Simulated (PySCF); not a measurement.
Species: oxalyl dichloride, C2Cl2O2.
Z-matrix (Å and degrees, PBE0-D3(BJ)/def2-SVP geometry), rows numbered from 1:
```
O 
C   1  1.1803
Cl  2  1.7443  1  124.28
C   2  1.5495  1  124.39  3  -179.84
O   4  1.1803  2  124.46  1   177.71
Cl  4  1.7447  2  111.32  1    -2.02
```

Method: PySCF, PBE0-D3(BJ)/def2-SVP geometry optimisation, gas phase.

Masses are those of the commonest isotopes; rigid-rotor values at the optimised geometry. The values belong to one conformer with, in the numbering `[O:1]=[C:2]([Cl:3])[C:4](=[O:5])[Cl:6]`, O1–C2–C4–O5 178°.

Task: Give the principal moments of inertia and the rotational constants in GHz.

Result: Ia = 102.17, Ib = 332.66, Ic = 434.73 u·Å²; 505379 MHz·u·Å²/I gives 4946, 1519 and 1162 MHz, that is A = 4.9465, B = 1.5192, C = 1.1625 GHz.

Task: What kind of rotor is it?

Result: An asymmetric top; Ray's κ = -0.811.

Task: Is it planar, by Δ = Ic − Ia − Ib?

Result: Not planar: Δ = Ic − Ia − Ib = -0.10 u·Å². For a rigid frame Δ = −2 Σ m c², so Σ m c² = 0.05 u·Å² lies off the ab plane. The atom farthest from that plane is 0.03 Å away.

The dipole components are |μa| = 0.01 D, |μb| = 0.00 D, |μc| = 0.04 D.

Stationary, but not proved a minimum. These are rigid-rotor constants of the computed structure; measured ground-state constants (B0) also hold zero-point vibration. Quadrupole hyperfine structure (35Cl) is left out.

The run took 26 s of wall time on an Arm Neoverse V1 with one thread, no GPU (shared host), and the process peaked at 0.38 GiB of memory. That covers the optimisation of the geometry.
